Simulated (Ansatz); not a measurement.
A run of Ansatz (development build ahead of 0.2.0) on singlet LiH at this shape:

```xyz
2

Li    0.0000    0.0000   -0.4314
H     0.0000    0.0000    1.2942
```

Its results:

```yaml
Converged: yes
Reference_energy: -7.98358 hartree
Correlation_energy: -0.05111 hartree
Total_energy: -8.03469 hartree
Spin_squared_of_the_determinant: 0.000
```

(1) Which input gives this output? Name the method, the orbitals and the basis set, and write the input.

Answers

(1) RHF-MP2 in def2-TZVP. An unrestricted run that stays on the closed shell gives the same numbers.

```yaml
crystal:
  periodic: [false, false, false]
  atoms:
    - { symbol: Li, position_ang: [0.0, 0.0, -0.43142] }
    - { symbol: H, position_ang: [0.0, 0.0, 1.29425] }
basis:
  gaussian: { orbitals: def2-TZVP }
hamiltonian:
  xc: hf
correlation:
  method: mp2
  frozen_orbitals: { H: 0, Li: 0 }
```
